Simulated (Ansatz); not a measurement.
# How methods differ on SiF2 (SMILES F[Si]F)

SiF2 has 3 atoms, charge 0, and is taken as a singlet. As SMILES, `F[Si]F`. The shape is that of a GFN2-xTB optimisation.

```xyz
3

Si    0.0042   -0.0077   -0.7448
F     1.1659   -0.0173    0.3806
F    -1.1702    0.0250    0.3642
```

Each level gives the electronic atomisation energy (eV). The values are calculated. Electronic energies at fixed atoms, without zero-point motion or spin-orbit coupling.

```json
{"level": "HF/STO-3G", "kind": "Hartree–Fock", "program": "Ansatz", "value (eV)": "6.74", "less FCI/STO-3G": "-2.13", "CPU time (all runs)": "0.15 s"}
{"level": "PBE/STO-3G", "kind": "GGA", "program": "Ansatz", "value (eV)": "12.87", "less FCI/STO-3G": "+4.00", "CPU time (all runs)": "1.8 s"}
{"level": "r2SCAN/STO-3G", "kind": "meta-GGA", "program": "Ansatz", "value (eV)": "12.07", "less FCI/STO-3G": "+3.20", "CPU time (all runs)": "4.6 s"}
{"level": "BHLYP/STO-3G", "kind": "global hybrid", "program": "Ansatz", "value (eV)": "10.35", "less FCI/STO-3G": "+1.48", "CPU time (all runs)": "1.4 s"}
{"level": "PBE0/STO-3G", "kind": "global hybrid", "program": "Ansatz", "value (eV)": "11.49", "less FCI/STO-3G": "+2.62", "CPU time (all runs)": "1.4 s"}
{"level": "wB97M-V/STO-3G", "kind": "range-separated hybrid", "program": "Ansatz", "value (eV)": "11.93", "less FCI/STO-3G": "+3.06", "CPU time (all runs)": "19 s"}
{"level": "B2PLYP/STO-3G", "kind": "double hybrid", "program": "Ansatz", "value (eV)": "10.53", "less FCI/STO-3G": "+1.66", "CPU time (all runs)": "1.9 s"}
{"level": "RPA@PBE/STO-3G", "kind": "RPA", "program": "Ansatz", "value (eV)": "7.65", "less FCI/STO-3G": "-1.22", "CPU time (all runs)": "2.5 s"}
{"level": "CCSDT/STO-3G", "kind": "coupled cluster or CI", "program": "Ansatz", "value (eV)": "8.86", "less FCI/STO-3G": "-0.01", "CPU time (all runs)": "0.79 s"}
{"level": "FCI/STO-3G", "kind": "exact in the basis", "program": "Ansatz", "value (eV)": "8.87", "less FCI/STO-3G": "0.00", "CPU time (all runs)": "0.48 s"}
```

FCI/STO-3G is exact within its basis and frozen core, so for wave-function methods in that basis the difference is their error; functionals converge differently with the basis, so for them it is only a difference. The values span 6.74 to 12.87 eV. All rows use very small basis sets, so none should be taken for the real molecule's value. Times are those of the runs behind each value, whatever else they computed, on shared processors of several kinds: orders of magnitude only.
